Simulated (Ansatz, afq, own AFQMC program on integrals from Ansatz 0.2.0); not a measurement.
BS, doublet in 6-31G, levels against full CI

```yaml
atoms:
  - { symbol: B, position_ang: [0.0000, 0.0000, 0.0000] }
  - { symbol: S, position_ang: [0.0000, 0.0000, 1.4650] }
```

Basis 6-31G. Noble-gas cores (and the filled d shells of Ga–Kr and In–Xe) are frozen. Integrals, coupled cluster, full CI and functionals: Ansatz 0.2.0; the random walks run on the same integrals in our own AFQMC program. The CISD trial takes its coefficients from CCSD amplitudes. Released means that phaseless walkers are propagated on without the constraint, phases kept. Error bars are statistical, one sigma.

Determinant: UHF, the one that the program's search chose, which needn't be the lowest solution. The geometry is a point of a scan.

Full CI on the same integrals is exact in this basis and with this determinant's frozen core.

Cautions: unrestricted determinant slightly spin contaminated (⟨S²⟩ 0.84 against 0.75).

- T1 diagnostic: 0.0308
- weight of the determinant in the CISD state: 0.908
- ⟨S²⟩ of the determinant: 0.837
- size of the correlated space: 9 electrons in 16 orbitals

Reference: full CI, correlation energy -2.962 eV. The released energy is read at 2.40 1/Eh (meV from the phaseless value at times in 1/Eh: -5 ± 3 at 0.24, -6.3 ± 2.0 at 0.51, -8.8 ± 1.9 at 0.99, -9.3 ± 2.2 at 1.62, -10.2 ± 2.0 at 2.40).

```csv
level,E − E(reference) (kcal/mol),share of correlation (%)
HF,68.31,0.00
MP2,11.63,82.98
CCSD,3.28,95.20
CCSD(T),0.64,99.06
CCSDT,-0.08,100.12
CCSDT(Q),-0.05,100.07
CCSDTQ,-0.01,100.01
ph-AFQMC/CISD,0.22 ± 0.07,99.67
released AFQMC,-0.01 ± 0.05,100.01
```

CCSDT and higher add their correlation energy to the determinant of the CCSD(T) run, since their own runs factorise the integrals more tightly (a shift of under 2 meV). A walk keeps the symmetry of its determinant, which the program's search chose and which needn't be the lowest solution, so a lower state of the same spin and another symmetry isn't excluded. Released energies are given only where the last usable release times agree within the noise; a slower fall can still hide under it.
